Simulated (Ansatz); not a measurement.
Consider the atomization: `B1C[SiH2]1` → B• + C• + 5 H• + Si•.

Calculated with Ansatz (gas phase, PBE0-D4/def2-TZVP geometries, no zero-point term in ΔE). CCSD(T)/CBS adds triple-zeta CCSD(T) − MP2 to the extrapolated MP2 energy (def2 sets, frozen cores). This one scheme is used for every species, atoms too. Functionals use def2-TZVPP. B3LYP here is the variant with VWN-RPA as its local correlation; programs differ in this. No spin–orbit coupling; open shells (•) take unrestricted orbitals. Spin–orbit coupling would lower the free atoms: a little for B, C, Si.

`B1C[SiH2]1`:

Cartesian coordinates in Å:
```
B 0.901 -0.627 0.427
C -0.237 0.191 0.920
Si 0.035 0.120 -1.093
H 1.341 -1.672 0.780
H -0.308 1.275 0.801
H -0.947 -0.163 1.666
H 0.003 1.554 -1.461
H -0.789 -0.678 -2.039
```

Task: What is ΔE at CCSD(T)/CBS? (Estimate.)

Result: The calculation gave: +2664.6 kJ/mol.

Task: What do these levels give: revPBE-D4, B3LYP-D4, PBE, CCSD/def2-SVP, MP2/CBS(def2), CCSD/CBS(def2)? (Estimate.)

Result: Ansatz gave: revPBE-D4 2660.0, B3LYP-D4 2680.3, PBE 2701.8, CCSD/def2-SVP 2503.0, MP2/CBS(def2) 2684.1, CCSD/CBS(def2) 2628.2 kJ/mol.

Task: What do rigid-rotor, harmonic-oscillator terms from PBE0-D4/def2-TZVP frequencies (298.15 K, 1 bar) make of the CCSD(T)/CBS value? (An estimate is asked.)

Result: The calculation gave: ΔZPE = -141.1 kJ/mol, ΔH = +2558.8 kJ/mol, ΔS = 778 J/(mol·K), ΔG = +2326.8 kJ/mol. Open shells count their whole term as degenerate.

Largest T1 diagnostic among the species: 0.014.

At CCSD(T), def2-SVP lies −133.3 kJ/mol from the extrapolated value and def2-TZVPP −61.7 kJ/mol: correlation converges slowly with the basis, and small sets miss more of it in the bonded molecule than in its fragments. The D4 term adds +20.2 kJ/mol with B3LYP and +10.3 kJ/mol with PBE0; it sums over pairs of atoms, weighted by their polarisabilities, and B3LYP, whose exchange is more repulsive, gets the larger term. From PBE to PBE0 (25 % exact exchange), in def2-TZVPP and without D4, ΔE moves by −25.2 kJ/mol: exact exchange takes away binding that semilocal exchange gives to molecules.

For atomizations the MP2-based limit and the directly extrapolated one differ by several kJ/mol either way, and by 10 to 25 for some Ge, Se and Sn compounds, so smaller differences from it don't rank the levels.
